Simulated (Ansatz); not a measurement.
Geometry optimisation, RKS PBE-D4/def2-SVP (Ansatz).

Input:

```yaml
crystal:
  periodic: [false, false, false]
  atoms:
    - { symbol: Si, position_ang: [-0.86084, 0.86351, -0.95155] }
    - { symbol: Si, position_ang: [-0.16664, -0.30832, 0.79816] }
    - { symbol: S, position_ang: [1.3418, -1.81798, 0.32438] }
    - { symbol: H, position_ang: [-1.24855, 0.27157, -2.23902] }
    - { symbol: H, position_ang: [-1.99725, 1.74144, -0.63671] }
    - { symbol: H, position_ang: [0.4752, 1.28008, -0.61236] }
    - { symbol: H, position_ang: [2.37848, -1.20925, 0.87806] }
basis:
  gaussian: { orbitals: def2-SVP }
hamiltonian:
  xc: pbe
  dispersion: d4
relax:
  f_tol: 0.02
  max_steps: 50
output:
  orbitals: {}
```

Launched with:

```bash
$ ansatz run input.yaml --threads 1 --pin off --max-ram 2048MiB --backend cpu --events-out ev --progress --plain --runs-dir out
```

Problem. Where does it end, and by what steps?

Solution. The run converged. The force dipped under the threshold on the way, but the program's further checks kept it going. After 18 steps the energy has fallen by 1.445 eV; H6 moved furthest, 1.35 Å.

```tsv
step	energy less start (eV)	largest force component (eV/Å)	accepted
0	0.0000	2.467	yes
1	-0.8210	0.926	yes
2	-1.0134	0.965	yes
3	-1.1435	0.868	yes
4	-1.2599	0.478	yes
5	-1.3550	0.265	yes
6	-1.3699	0.528	yes
7	-1.4125	0.436	yes
8	-1.4379	0.152	yes
9	-1.4424	0.034	yes
10	-1.4386	0.104	no
11	-1.4437	0.014	yes
12	-1.4441	0.052	yes
13	-1.4443	0.050	yes
14	-1.4448	0.044	yes
15	-1.4450	0.035	yes
16	-1.4451	0.033	yes
17	-1.4450	0.021	no
18	-1.4452	0.014	yes
```

```xyz
7
Properties=species:S:1:pos:R:3
Si -0.684 0.942 -0.868
Si 0.489 0.166 1.100
S 1.146 -1.604 0.068
H -0.615 0.047 -2.082
H -2.137 1.145 -0.506
H -0.136 2.300 -1.244
H 1.860 -2.173 1.092
```

Run time: 46 s on 1 thread of Intel(R) Xeon(R) Processor @ 2.70GHz, on a shared host, peak memory 0.14 GiB.
